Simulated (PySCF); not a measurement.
**Relaxation of quartet AlO₂**

Level of theory: UPBE0/[Al def2-TZVP, O def2-TZVP], no relativity, density fitting, PySCF. A (50,194) grid was used.

A hand-made end-on start, of Cs symmetry, held to at least that symmetry:

Coordinates in bohr (charge 0 multiplicity 4):
```
Al   -0.6421    0.0000   -2.3646
O    -0.6421    0.0000    1.3141
O     1.7253    0.0000    2.6747
```

Optimiser trace:
```tsv
step	E − E(last) (kJ/mol)	largest gradient (Eh/bohr)
0	93.69	0.07502
1	37.34	0.01850
2	34.43	0.01724
3	27.19	0.02086
4	14.14	0.02266
5	6.61	0.01434
6	2.91	0.02794
7	1.22	0.00454
8	0.73	0.00144
9	0.47	0.00077
10	0.37	0.00101
11	0.31	0.00126
12	0.25	0.00075
13	0.17	0.00279
14	0.12	0.00306
15	0.02	0.00098
16	0.01	0.00034
17	0.01	0.00115
18	0.00	0.00057
19	0.00	0.00007
```

It ends at Cs with O–O 1.193 Å (after a last refinement on a finer grid). The molecule has come apart into Al + O₂. A frequency run shows a minimum.

At this level a doublet minimum of C2v symmetry lies 260 kJ/mol below this structure.
